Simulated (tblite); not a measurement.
Compound: C4H7Cl.
Numbering: `[CH3:1]/[CH:2]=[C:3](/[CH3:4])[Cl:5]` (hydrogens: H6, H7, H8 on C1; H9 on C2; H10, H11, H12 on C4)

Computed with GFN2-xTB (tblite), gas phase: L-BFGS steps from a force-field or distance-geometry start until the largest atomic force falls under 0.01 eV/Å.

The end geometry, which sets the zero of energy:
```
atom  x, y, z in Å
C1      1.9365    0.2475   -0.1453
C2      0.5117   -0.0596   -0.4573
C3     -0.5195    0.0321    0.3683
C4     -1.9394   -0.2803    0.0320
Cl5    -0.3086    0.5546    2.0168
H6      2.0527    0.5734    0.8840
H7      2.3020    1.0319   -0.8075
H8      2.5519   -0.6371   -0.3076
H9      0.3141   -0.3902   -1.4683
H10    -2.5654    0.5983    0.1827
H11    -2.3155   -1.0714    0.6796
H12    -2.0194   -0.5999   -1.0035
```

**Question.** These geometries come from the run, each turned onto the end geometry. Order them by energy, lowest first.
A.
```
atom  x, y, z in Å
C1      1.9476    0.2479   -0.1502
C2      0.5122   -0.0507   -0.4264
C3     -0.5282    0.0376    0.3889
C4     -1.9428   -0.2808    0.0276
Cl5    -0.3419    0.5558    2.0447
H6      2.1158    0.5783    0.8688
H7      2.2972    1.0237   -0.8311
H8      2.5493   -0.6418   -0.3297
H9      0.3104   -0.3830   -1.4338
H10    -2.5799    0.5908    0.1635
H11    -2.3308   -1.0790    0.6586
H12    -2.0077   -0.5994   -1.0069
```
B.
```
atom  x, y, z in Å
C1      1.9473    0.2486   -0.1533
C2      0.5120   -0.0470   -0.4273
C3     -0.5268    0.0377    0.3967
C4     -1.9433   -0.2807    0.0307
Cl5    -0.3441    0.5592    2.0575
H6      2.1250    0.5779    0.8667
H7      2.2974    1.0271   -0.8315
H8      2.5537   -0.6459   -0.3272
H9      0.3125   -0.3866   -1.4424
H10    -2.5855    0.5934    0.1595
H11    -2.3324   -1.0817    0.6526
H12    -2.0146   -0.6027   -1.0081
```
C.
```
atom  x, y, z in Å
C1      1.9552    0.2431   -0.1528
C2      0.5026   -0.0479   -0.4409
C3     -0.5216    0.0412    0.4180
C4     -1.9422   -0.2728    0.0229
Cl5    -0.3463    0.5607    2.0630
H6      2.1312    0.5789    0.8684
H7      2.2980    1.0329   -0.8343
H8      2.5547   -0.6463   -0.3246
H9      0.3160   -0.3888   -1.4477
H10    -2.5896    0.5959    0.1576
H11    -2.3364   -1.0913    0.6550
H12    -2.0206   -0.6064   -1.0107
```
D.
```
atom  x, y, z in Å
C1      1.9405    0.2480   -0.1457
C2      0.5103   -0.0549   -0.4379
C3     -0.5235    0.0349    0.3850
C4     -1.9382   -0.2821    0.0272
Cl5    -0.3309    0.5561    2.0349
H6      2.0842    0.5788    0.8806
H7      2.2946    1.0235   -0.8253
H8      2.5456   -0.6417   -0.3273
H9      0.3051   -0.3866   -1.4487
H10    -2.5694    0.5949    0.1737
H11    -2.3205   -1.0737    0.6707
H12    -1.9966   -0.5979   -1.0132
```

**Answer.** D (0.003 eV), A (0.008 eV), B (0.015 eV), C (0.046 eV).

In the order of the answer:

| step | E above end (eV) | largest force (eV/Å) | rms force component (eV/Å) | rms distance from end (Å) | rms bond change (Å) | bond most changed (Å) |
| --- | --- | --- | --- | --- | --- | --- |
| 9 | 0.003 | 0.10 | 0.031 | 0.020 | 0.001 | C4–H12 +0.002 |
| 4 | 0.008 | 0.12 | 0.042 | 0.031 | 0.002 | C3–Cl5 +0.003 |
| 2 | 0.015 | 0.24 | 0.096 | 0.035 | 0.004 | C3–Cl5 +0.008 |
| 0 | 0.046 | 1.12 | 0.302 | 0.039 | 0.011 | C1–C2 +0.019 |

The cost below is that of the whole relaxation. Time: 0.17 s. Hardware: one thread, Arm Neoverse N1 (aarch64), shared host with 64 logical CPUs at a one-minute load of 56.
